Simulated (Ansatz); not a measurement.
fcc Ir, relaxed in Ansatz (plane waves) with several semilocal functionals. Each gives its own volume and its own bulk modulus:

```tsv
level	V0 (Å³/atom)	bulk modulus (GPa)	ln V0	ln B0
LDA	13.838	404.8	2.6274	6.0034
r²SCAN	14.205	376.8	2.6536	5.9317
PBE	14.498	347.4	2.6740	5.8505
```

Fit a straight line to ln B0 against ln V0. What does it predict for PBEsol, whose volume is 14.049 Å³/atom?

With x = ln V0 and y = ln B0: means 2.65167 and 5.92853; Σ(Δx Δy) = -0.003553, Σ(Δx²) = 0.001091, so the slope is -3.26. At x = 2.6426 the line gives y = 5.92853 + (-3.26) × (2.6426 − 2.65167) = 5.9581, or 386.9 GPa. The run with PBEsol gives 386.3 GPa, -0.2 % from the line. The rows used scatter about it by up to 1.0 %, while the largest value lies 17 % above the smallest. For comparison, PBE's own equation of state has B′ = 5.1, the slope −d ln B/d ln V at a fixed functional; the two needn't agree, since functionals also differ at one volume.

Measured: 365 GPa (measured, corrected for temperature and zero-point phonon effects; as tabulated in Levämäki et al. (2014), arXiv:1402.3671).

Ansatz's density-functional and Hartree–Fock values are scalar-relativistic unless marked +SOC, with PAW data made under PBE.

Ansatz is a program for electronic structure.
